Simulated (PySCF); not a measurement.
# AlHCl: relaxation and vibrations of the doublet

The task is one start of a wider search on AlHCl: the doublet, from a linear start. It is relaxed, tested by its Hessian and followed downhill if it is a saddle.

Program: PySCF 2.14.0. Level of theory: PBE0, basis Al def2-TZVP, H def2-TZVP, Cl def2-TZVP, no relativity, density fitting. These are calculated values, not measurements.

### Step 1. Where the work starts

3 atoms, charge 0, spin multiplicity 2.

Bond lengths: Al1–H2 1.580 Å, Al1–Cl3 2.250 Å. Angles: H2–Al1–Cl3 180.0°.

```xyz
3
charge 0 multiplicity 2
Al    0.0000    0.0000    0.0000
H     0.0000    0.0000   -1.5800
Cl    0.0000    0.0000    2.2500
```

### Step 2. The SCF at the typed geometry

The steps below are one call of a driver around PySCF. For each, scf.py gives the equivalent set-up of the SCF; relaxations use the driver's own optimiser. After this first run the driver tries any further starts and a stability analysis.

scf.py

```python
from pyscf import gto, scf, dft
mol = gto.M(atom='''
Al     0.000000     0.000000     0.000000
H      0.000000     0.000000    -1.580000
Cl     0.000000     0.000000     2.250000''',
    basis={'Al': 'def2-TZVP', 'H': 'def2-TZVP', 'Cl': 'def2-TZVP'},
    charge=0, spin=1)
mf = dft.UKS(mol, xc='PBE0')
mf.grids.atom_grid = (50, 194)
aux = {'Al': 'def2-universal-JKFIT', 'H': 'def2-universal-JKFIT', 'Cl': 'def2-universal-JKFIT'}
mf = mf.density_fit(auxbasis=aux)
mf.conv_tol = 1e-08
mf.diis_space = 10
mf.max_cycle = 60
mf.init_guess = 'minao'
mf.verbose = 4
mf.kernel()
```

Launch:

```console
$ OMP_NUM_THREADS=2 python axn.py task.json out
```

Log:

```text
init E= -702.889375500582
[... the frontier-level lines of each cycle are left out ...]
cycle= 1 E= -702.917364769202  delta_E= -0.028  |g|= 0.226  |ddm|= 1.44
cycle= 2 E= -702.876925841182  delta_E= 0.0404  |g|= 0.36  |ddm|= 0.73
cycle= 3 E= -702.95434681309  delta_E= -0.0774  |g|= 0.023  |ddm|= 0.342
cycle= 4 E= -702.954576542528  delta_E= -0.00023  |g|= 0.00724  |ddm|= 0.0353
cycle= 5 E= -702.954608596896  delta_E= -3.21e-05  |g|= 0.00222  |ddm|= 0.0126
cycle= 6 E= -702.95461255773  delta_E= -3.96e-06  |g|= 0.000839  |ddm|= 0.00557
cycle= 7 E= -702.954613057273  delta_E= -5e-07  |g|= 0.000175  |ddm|= 0.00179
cycle= 8 E= -702.954613104786  delta_E= -4.75e-08  |g|= 5.05e-05  |ddm|= 0.000817
cycle= 9 E= -702.954613108173  delta_E= -3.39e-09  |g|= 1.25e-05  |ddm|= 0.000176
Extra cycle  E= -702.95461310841  delta_E= -2.37e-10  |g|= 5.94e-06  |ddm|= 7.05e-05
converged SCF energy = -702.95461310841  <S^2> = 0.75594835  2S+1 = 2.0059395
```

This step, with its further starts and checks, ran for 3 s (2 threads of Arm Neoverse V2, shared host).

No lower solution of this spin turned up in the test of internal stability.

### Step 3. Relaxing the doublet from the linear start

The program finds C∞v symmetry in the start, which this walk keeps.

scf.py: that of step 2 with these lines changed.

```diff
@@ -3,3 +3,3 @@
-Al     0.000000     0.000000     0.000000
-H      0.000000     0.000000    -1.580000
-Cl     0.000000     0.000000     2.250000''',
+Al     0.000000     0.000000    -1.224424
+H      0.000000     0.000000    -2.804424
+Cl     0.000000     0.000000     1.025576''',
@@ -15 +14,0 @@
-mf.init_guess = 'minao'
```

Steps of the walk:

| step | energy (Eh) | change (kJ/mol) | largest symmetric gradient (Eh/bohr) |
| --- | --- | --- | --- |
| 0 | -702.954613 | 0.00 | 0.03459 |
| 1 | -702.957146 | -6.65 | 0.01841 |
| 2 | -702.958280 | -9.63 | 0.00333 |
| 3 | -702.958351 | -9.81 | 0.00111 |
| 4 | -702.958364 | -9.85 | 0.00025 |
| 5 | -702.958364 | -9.85 | 0.00004 |

The walk took 4.8 s.

It settles in C∞v symmetry, 9.8 kJ/mol below the start, after 5 steps: Al–Cl 2.178 Å, Al–H 1.729 Å; Cl–Al–H 180.0°.

### Step 4. Hessian and properties

On the finer grid the gradient is checked again; gradients at displacements of ±0.02 bohr then give force constants and infrared intensities.

scf.py: that of step 3 with these lines changed.

```diff
@@ -3,3 +3,3 @@
-Al     0.000000     0.000000    -1.224424
-H      0.000000     0.000000    -2.804424
-Cl     0.000000     0.000000     1.025576''',
+Al     0.000000     0.000000    -1.181985
+H      0.000000     0.000000    -2.910747
+Cl     0.000000     0.000000     0.995895''',
@@ -9 +9 @@
-mf.grids.atom_grid = (50, 194)
+mf.grids.atom_grid = (75, 302)
@@ -12 +12 @@
-mf.conv_tol = 1e-08
+mf.conv_tol = 1e-10
```

The driver hands on the density of the step before, so the log starts near convergence.

SCF at the final geometry:

```text
init E= -702.958356771937
[... the frontier-level lines of each cycle are left out ...]
cycle= 1 E= -702.958356771936  delta_E= 9.09e-13  |g|= 3.37e-07  |ddm|= 6.28e-07
Extra cycle  E= -702.958356771936  delta_E= -1.14e-13  |g|= 4.24e-07  |ddm|= 7.52e-07
converged SCF energy = -702.958356771936  <S^2> = 0.75735055  2S+1 = 2.0073371
```

The whole step took 16 s.

Geometry: C∞v; Al–Cl 2.178 Å, Al–H 1.729 Å; Cl–Al–H 180.0°.

Harmonic modes (main isotopes):

| symmetry | ω (cm⁻¹) | IR (km/mol) | μ (u) | type |
| --- | --- | --- | --- | --- |
| π | 1144i | 2611 | 1.14 | bend |
| σ+ | 422 | 117 | 20.79 | stretch |
| σ+ | 1289 | 333 | 1.04 | stretch |

2 modes are imaginary, the largest at 1144i cm⁻¹: a saddle point, not a minimum.

Properties at this point:

| Property | Result |
| --- | --- |
| Dipole moment | 1.40 D |
| Highest occupied level | -4.74 eV |
| Lowest empty level | -2.27 eV |
| Rotational constants | 0.2083 cm⁻¹ |
| Zero-point energy (real modes) | 10.2 kJ/mol |
| Principal polarisabilities | 65.5, 72.9, 72.9 bohr³ |
| Atomisation energy without zero-point energy | 554 kJ/mol |
| Principal traceless quadrupole moments about the centre of mass | -6.34, 3.17, 3.17 D Å |
| Spin squared ⟨S²⟩ | 0.757 |

Populations by atom (charges in e):

| atom | Mulliken | Löwdin | polar tensor | spin (Mulliken) | Mayer order to Al1 |
| --- | --- | --- | --- | --- | --- |
| Al1 | 0.31 | -0.07 | -0.61 | 0.52 | – |
| H2 | -0.07 | -0.11 | 0.55 | 0.40 | 0.70 |
| Cl3 | -0.24 | 0.18 | 0.05 | 0.08 | 1.16 |

Outer orbital energies (eV). α occupied: -75.23, -75.06, -22.40, -11.90, -10.12, -9.23, -9.23, -4.74; empty: -2.27, -2.27, 2.79, 3.13. β occupied: -75.15, -75.15, -75.01, -22.17, -11.32, -9.24, -9.16, -9.16; empty: -1.89, -1.53, -1.53, 3.12.

Mulliken populations on Al1: s 5.60, p 6.77, d 0.28, f 0.04.

### Step 5. Following the imaginary mode

The start is the last point, displaced along its most imaginary mode.

The program finds Cs symmetry in the start, which this walk keeps.

scf.py: that of step 4 with these lines changed.

```diff
@@ -3,3 +3,3 @@
-Al     0.000000     0.000000    -1.181985
-H      0.000000     0.000000    -2.910747
-Cl     0.000000     0.000000     0.995895''',
+Al    -0.000000    -0.008040    -1.181985
+H     -0.000000     0.120000    -2.910747
+Cl     0.000000     0.002745     0.995895''',
@@ -9 +9 @@
-mf.grids.atom_grid = (75, 302)
+mf.grids.atom_grid = (50, 194)
@@ -12 +12 @@
-mf.conv_tol = 1e-10
+mf.conv_tol = 1e-08
```

Energy and gradient, step by step:

| step | energy (Eh) | change (kJ/mol) | largest symmetric gradient (Eh/bohr) |
| --- | --- | --- | --- |
| 0 | -702.959685 | 0.00 | 0.01688 |
| 1 | -702.971984 | -32.29 | 0.02258 |
| 2 | -702.984332 | -64.71 | 0.02625 |
| 3 | -702.994188 | -90.59 | 0.02147 |
| 4 | -702.999626 | -104.87 | 0.00678 |
| 5 | -702.999856 | -105.47 | 0.00133 |
| 6 | -702.999863 | -105.49 | 0.00028 |
| 7 | -702.999863 | -105.49 | 0.00001 |

The walk took 7 s.

After 7 steps and 105.5 kJ/mol it ends at Cs: Al–Cl 2.113 Å, Al–H 1.603 Å; Cl–Al–H 115.8°.

### Step 6. Vibrations and properties at this point

The same treatment as at the point before.

scf.py: that of step 5 with these lines changed.

```diff
@@ -3,3 +3,3 @@
-Al    -0.000000    -0.008040    -1.181985
-H     -0.000000     0.120000    -2.910747
-Cl     0.000000     0.002745     0.995895''',
+Al    -0.000000    -0.508620    -1.045803
+H     -0.000000     0.511120    -2.282700
+Cl     0.000000     0.377535     0.872103''',
@@ -9 +9 @@
-mf.grids.atom_grid = (50, 194)
+mf.grids.atom_grid = (75, 302)
@@ -12 +12 @@
-mf.conv_tol = 1e-08
+mf.conv_tol = 1e-10
```

Log of the central SCF (cycles and frontier levels):

```text
init E= -702.9998480755
[... the frontier-level lines of each cycle are left out ...]
cycle= 1 E= -702.999848075497  delta_E= 3.18e-12  |g|= 3e-06  |ddm|= 4.7e-06
Extra cycle  E= -702.999848075497  delta_E=    0  |g|= 3.6e-06  |ddm|= 5.52e-06
converged SCF energy = -702.999848075497  <S^2> = 0.75311804  2S+1 = 2.0031156
```

The whole step ran for 22 s (2 threads of Arm Neoverse V2, shared host).

Geometry: Cs; Al–Cl 2.113 Å, Al–H 1.603 Å; Cl–Al–H 115.7°.

Harmonic modes (main isotopes):

```tsv
symmetry	ω (cm⁻¹)	IR (km/mol)
a'	503	45.9
a'	561	138
a'	1818	159
```

No imaginary mode, so this is a minimum.

Constants and moments:

```yaml
Dipole_moment: 1.50 D
Highest_occupied_level: -6.10 eV
Lowest_empty_level: -2.68 eV
Rotational_constants: 8.583, 0.2354, 0.2291 cm⁻¹
Zero-point_energy: 17.2 kJ/mol
Principal_polarisabilities: 41.3, 42.5, 54.5 bohr³
Atomisation_energy_without_zero-point_energy: 663 kJ/mol
Principal_traceless_quadrupole_moments_about_the_centre_of_mass: -3.42, -0.26, 3.68 D Å
Entropy_at_298.15_K_and_1_bar_electronic_part_spin_only: 258.1 J/(mol K)
Heat_capacity_Cp_at_298.15_K: 43.2 J/(mol K)
Enthalpy_at_298.15_K_above_0_K: 10.98 kJ/mol
Rotational_symmetry_number: 1
Spin_squared_⟨S²⟩: 0.753
```

Populations by atom (charges in e):

```json
{"atom": "Al1", "Mulliken": "0.33", "Löwdin": "-0.14", "polar tensor": "0.77", "spin (Mulliken)": "0.78", "Mayer order to Al1": "–"}
{"atom": "H2", "Mulliken": "-0.07", "Löwdin": "-0.11", "polar tensor": "-0.23", "spin (Mulliken)": "0.17", "Mayer order to Al1": "0.91"}
{"atom": "Cl3", "Mulliken": "-0.25", "Löwdin": "0.24", "polar tensor": "-0.54", "spin (Mulliken)": "0.05", "Mayer order to Al1": "1.19"}
```

Mulliken populations on Al1: s 5.31, p 7.12, d 0.21, f 0.04.

### Step 7. The points found, side by side

| spin | group | bonds | imaginary modes (cm⁻¹) | ΔE (kJ/mol) | with zero-point energy |
| --- | --- | --- | --- | --- | --- |
| doublet | Cs | Al–Cl 2.113 Å, Al–H 1.603 Å | none | 0.0 | 0.0 |
| doublet | C∞v | Al–Cl 2.178 Å, Al–H 1.729 Å | 1144i, 1144i | 108.9 | – |

### Step 8. Outcome

```
                                          quantity                                        value
                                           minimum                                  doublet, Cs
                                          geometry  Al–Cl 2.113 Å, Al–H 1.603 Å; Cl–Al–H 115.7°
                                wavenumbers (cm⁻¹)                503 (a'), 561 (a'), 1818 (a')
                                     dipole moment                                       1.50 D
highest occupied, lowest empty level (either spin)                              -6.10, -2.68 eV
                        polar-tensor charge of Al1                                      +0.77 e
                                 zero-point energy                                  17.2 kJ/mol
                               entropy at 298.15 K                              258.1 J/(mol K)
         atomisation energy (no zero-point energy)                                   663 kJ/mol
                                              ⟨S²⟩                                        0.753
```

From C∞v at the start the molecule goes to a Cs minimum, after a stop at a second-order saddle point 108.9 kJ/mol higher, from which it was pushed off along an imaginary mode. The strongest infrared band lies at 1818 cm⁻¹ (a', stretch). Most of the spin sits on Al1 (Mulliken spin 0.78, against 1 for the whole molecule). Other starts or spin states, not run here, may lie lower.

The search up to here took 54 s.
